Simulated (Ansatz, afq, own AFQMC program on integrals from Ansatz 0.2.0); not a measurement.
**Where AFQMC and coupled cluster stand for CH₃Si, doublet**

```xyz
5

Si   -0.0019    0.0000    0.4324
C     0.0215    0.0000   -1.2405
H     0.6313   -1.2164    1.0095
H     0.6315    1.2163    1.0095
H    -1.4672    0.0001    0.7149
```

Connectivity, by distances: SiH3–C.

Basis cc-pVDZ. Noble-gas cores (and the filled d shells of Ga–Kr and In–Xe) are frozen. Integrals, coupled cluster, full CI and functionals: Ansatz 0.2.0; the random walks run on the same integrals in our own AFQMC program. ph-AFQMC/CISD is guided by a CISD state made of CCSD amplitudes; releasing the constraint for a short imaginary time cuts its bias at the price of noise, slowly where states lie close. Uncertainties: one standard error, sampling alone.

Determinant: ROHF, the one that the program's search chose, which needn't be the lowest solution. The geometry is a point of a scan.

No full CI on the walks' own integrals is used here. The released AFQMC energy serves as the reference, which it does only where one determinant dominates, the energy is flat over the last release times and near the phaseless one (40 meV or 2 meV an electron, half that with transition metals). On small molecules, where full CI could be run and the noise was under 10 meV, such values lay within 10 meV of it in 19 cases of 20, a flattering rate, since the rule was set on those same cases; what remains of the bias isn't in the error bar.

Cautions: higher spins were not checked; a spin-contaminated unrestricted determinant lies lower (UHF 549 meV lower, ⟨S²⟩ 1.47); the released value is read at 1.62 1/Eh with a noise of 16 meV, more than in the cases checked, later times being too noisy (meV from the phaseless value at times in 1/Eh: -4 ± 14 at 0.24, -27 ± 16 at 0.51, -20 ± 18 at 0.99, -36 ± 16 at 1.62, 2 ± 24 at 2.40).

* T1 diagnostic: 0.0225
* weight of the determinant in the CISD state: 0.868
* size of the correlated space: 11 electrons in 41 orbitals

| level | correlation energy (eV) |
| --- | --- |
| MP2 | -4.9065 |
| CCSD | -6.1952 |
| CCSD(T) | -6.3569 |

**Question.** Estimate where phaseless AFQMC with the Hartree–Fock trial lies against CCSD(T) on the same integrals.

**Answer.** 6.2 ± 3.6 kJ/mol above CCSD(T). The gap is under twice the noise, so this walk alone can't tell the two apart.

Reference: AFQMC with the constraint released, correlation energy -6.433 ± 0.016 eV.

```csv
level,E − E(reference) (kJ/mol),share of correlation (%)
CCSD(T),7.3 ± 1.6,98.82
ph-AFQMC/HF,13.5 ± 3.9,97.82
ph-AFQMC/CISD,3.5 ± 1.9,99.44
```

A walk keeps the symmetry of its determinant, which the program's search chose and which needn't be the lowest solution, so a lower state of the same spin and another symmetry isn't excluded. Released energies are given only where the last usable release times agree within the noise; a slower fall can still hide under it.
